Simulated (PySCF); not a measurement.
Homolysis of single bonds, series vinyl-X. Gas-phase values, no solvent. One relaxed conformer stands for each flexible species; it need not be the lowest. Strings in code marks are SMILES.

The dipole moment from two functionals at the same geometries (CAM-B3LYP-D3(BJ)/def2-TZVP), both in PySCF: PBE-D3(BJ)/def2-TZVP and TPSSh-D3(BJ)/def2-TZVP. 

```json
[
 {"species": "whole molecule (`C=C`)", "PBE-D3(BJ)/def2-TZVP (D)": "0.00"},
 {"species": "radical fragment (`[CH3]`)", "PBE-D3(BJ)/def2-TZVP (D)": "0.00"},
 {"species": "whole molecule (`C=CCl`)", "PBE-D3(BJ)/def2-TZVP (D)": "1.30"},
 {"species": "whole molecule (`C=CBr`)", "PBE-D3(BJ)/def2-TZVP (D)": "1.37"},
 {"species": "radical fragment (`[OH]`)", "PBE-D3(BJ)/def2-TZVP (D)": "1.73"},
 {"species": "radical fragment (`[O]C`)", "PBE-D3(BJ)/def2-TZVP (D)": "2.09"},
 {"species": "radical fragment (`C=C[O]`)", "PBE-D3(BJ)/def2-TZVP (D)": "2.79"},
 {"species": "radical fragment (`C[N]C`)", "PBE-D3(BJ)/def2-TZVP (D)": "1.70"},
 {"species": "radical fragment (`[C]#C`)", "PBE-D3(BJ)/def2-TZVP (D)": "0.78"},
 {"species": "radical fragment (`[BH2]`)", "PBE-D3(BJ)/def2-TZVP (D)": "0.51"}
]
```

**Question.** What does TPSSh-D3(BJ)/def2-TZVP give for each?

**Answer.** 
- whole molecule (`C=C`): 0.00
- radical fragment (`[CH3]`): 0.00
- whole molecule (`C=CCl`): 1.42
- whole molecule (`C=CBr`): 1.49
- radical fragment (`[OH]`): 1.74
- radical fragment (`[O]C`): 2.02
- radical fragment (`C=C[O]`): 2.87
- radical fragment (`C[N]C`): 1.70
- radical fragment (`[C]#C`): 0.79
- radical fragment (`[BH2]`): 0.52
Over these rows, drawn at random from the members with no instability flagged (it was tested for open shells, ions and some series alone), PBE minus TPSSh-D3(BJ): mean -0.03 D, from -0.12 D to +0.08 D.
